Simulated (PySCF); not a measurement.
## Reproducing measurements on carbonyl fluoride

**Experimental background.**

From NIST CCCBDB Release 22 (SRD 101), experimental dipoles, for the gas: dipole moment (microwave Stark effect) 0.95 D.

How close the calculation comes is told at the end.

Species: carbonyl fluoride, CF2O.
Numbering: `[O:1]=[C:2]([F:3])[F:4]`

Structure used (PBE0-D3(BJ)/def2-SVP), in Å, numbered top down from 1:
```
atom  x, y, z in Å
O1    -0.3473    1.0568    0.7936
C2    -0.0629    0.0280    0.3117
F3     0.9437   -0.7310    0.6569
F4    -0.6988   -0.5626   -0.6650
```

The PySCF runs (gas phase, on this PBE0-D3(BJ)/def2-SVP geometry; no spin–orbit coupling):

```json
{"level": "PBE0-D3(BJ)/def2-SVP, grid level 1", "job": "geometry optimisation from a GFN2-xTB start shaken at random", "basis functions": "56", "wall time": "5.5 s"}
{"level": "B97-2/pcSseg-2", "job": "shieldings", "basis functions": "144", "wall time": "4.7 s"}
{"level": "BHandHLYP/pcSseg-2", "job": "shieldings", "basis functions": "144", "wall time": "4.7 s"}
{"level": "CAM-B3LYP/pcSseg-2", "job": "shieldings", "basis functions": "144", "wall time": "6.2 s"}
{"level": "LC-wPBE/pcSseg-2", "job": "shieldings", "basis functions": "144", "wall time": "8.6 s"}
{"level": "PBE0/6-311+G(2d,p)", "job": "shieldings, charges and field gradients", "basis functions": "108", "wall time": "3.9 s"}
{"level": "PBE0/6-31G", "job": "shieldings, charges and field gradients", "basis functions": "36", "wall time": "1.8 s"}
{"level": "PBE0/6-31G*", "job": "shieldings, charges and field gradients", "basis functions": "56", "wall time": "2.3 s"}
{"level": "PBE0/STO-3G", "job": "shieldings, charges and field gradients", "basis functions": "20", "wall time": "0.87 s"}
{"level": "PBE0/def2-SVP", "job": "shieldings, charges and field gradients", "basis functions": "56", "wall time": "2.2 s"}
{"level": "PBE0/def2-TZVP", "job": "shieldings, charges and field gradients", "basis functions": "124", "wall time": "4.8 s"}
{"level": "WP04/pcSseg-2", "job": "shieldings", "basis functions": "144", "wall time": "4.8 s"}
```

Hardware: Arm Neoverse V1, one thread (shared host).

All basis functions are spherical.

## Comparison

**Dipole moment.** Measured: 0.95 D (NIST CCCBDB Release 22 (SRD 101), experimental dipoles).

```json
{"level": "PBE0-D3(BJ)/def2-SVP", "computed (D)": "1.12", "computed − measured (D)": "+0.17", "% (from the printed values)": "+18"}
{"level": "B97-2/pcSseg-2", "computed (D)": "1.15", "computed − measured (D)": "+0.20", "% (from the printed values)": "+21"}
{"level": "BHandHLYP/pcSseg-2", "computed (D)": "1.17", "computed − measured (D)": "+0.22", "% (from the printed values)": "+23"}
{"level": "CAM-B3LYP/pcSseg-2", "computed (D)": "1.15", "computed − measured (D)": "+0.20", "% (from the printed values)": "+21"}
{"level": "LC-wPBE/pcSseg-2", "computed (D)": "1.16", "computed − measured (D)": "+0.21", "% (from the printed values)": "+22"}
{"level": "PBE0/6-311+G(2d,p)", "computed (D)": "1.11", "computed − measured (D)": "+0.16", "% (from the printed values)": "+17"}
{"level": "PBE0/6-31G", "computed (D)": "0.98", "computed − measured (D)": "+0.03", "% (from the printed values)": "+3"}
{"level": "PBE0/6-31G*", "computed (D)": "1.22", "computed − measured (D)": "+0.27", "% (from the printed values)": "+28"}
{"level": "PBE0/STO-3G", "computed (D)": "1.16", "computed − measured (D)": "+0.21", "% (from the printed values)": "+22"}
{"level": "PBE0/def2-SVP", "computed (D)": "1.11", "computed − measured (D)": "+0.16", "% (from the printed values)": "+17"}
{"level": "PBE0/def2-TZVP", "computed (D)": "1.15", "computed − measured (D)": "+0.20", "% (from the printed values)": "+21"}
{"level": "WP04/pcSseg-2", "computed (D)": "1.06", "computed − measured (D)": "+0.11", "% (from the printed values)": "+12"}
```

12 of the 13 levels run are shown, the closest and the furthest among them. Closest is PBE0/6-31G (+0.03 D), furthest PBE0/6-31G* (+0.27 D); one molecule doesn't rank methods. All 13 levels lie above the measurement. The computed dipoles belong to one fixed geometry; measured ones are averaged over vibrations unless marked μe. Magnitudes are compared, not signs.

No measured geometry was used, and the causes of the misses weren't examined.
